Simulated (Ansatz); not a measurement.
Input file:

```yaml
crystal:
  periodic: [false, false, false]
  atoms:
    - {symbol: B, position_ang: [0.000000, 0.000000, 0.000000]}
    - {symbol: As, position_ang: [0.000000, 0.000000, 4.256000]}
basis:
  gaussian: {orbitals: "6-31G*"}
total_charge: 1
magnetization: {spin_polarized: false, initial_magnetization: 3}
hamiltonian: {pseudopotentials: {relativity: none}}
correlation: {active_space: {ras: {orbitals: [7, 3, 30], electrons: 17, max_holes: 2, max_particles: 2}, fixed_orbitals: true}}
```

```sh
$ ansatz run in.yaml --threads 1 --pin off --events-out ev --progress --plain --max-ram 2393MiB
```

(1) Roughly how long does this take on 1 thread of Arm Neoverse V1, shared host, and how much host memory?

```
470 factors; integrals over basis functions are off by at most 5.9e-4 eV
mean field evaluation 1: about -61446.8063 eV, gradient 1.1e1 eV
mean field evaluation 2: about -61446.8117 eV, gradient 1.1e1 eV
mean field evaluation 4: about -61446.9106 eV, gradient 6.4e0 eV
mean field evaluation 8: about -61447.1013 eV, gradient 1.2e0 eV
mean field evaluation 16: about -61447.1714 eV, gradient 7.2e-2 eV
mean field -61447.17147235 eV, -2258.1419012202 hartree, gradient 3.9e-6 eV, S^2 3.750000; 0 other end points of the search recorded, 0 dependent functions left out
reference -61447.17147235 eV, -2258.1419012202 hartree; 20, 17 occupied and 30, 33 virtual orbitals, 470 factors
state -61454.05199716 eV, -2258.3947558431 hartree
Total energy: -61454.05199716 eV, -2258.3947558431 hartree
```

Natural occupations: 1.9955 1.9955 1.9955 1.9955 1.9955 1.9662 1.9098 0.9953 0.9951 0.9951 0.0297 0.0297 0.0295 0.0089 0.0089 0.0088 0.0088 0.0088 0.0043 0.0034 0.0034 0.0033 0.0021 0.0021.

Answers

(1) 40 s wall and 0.22 GiB.
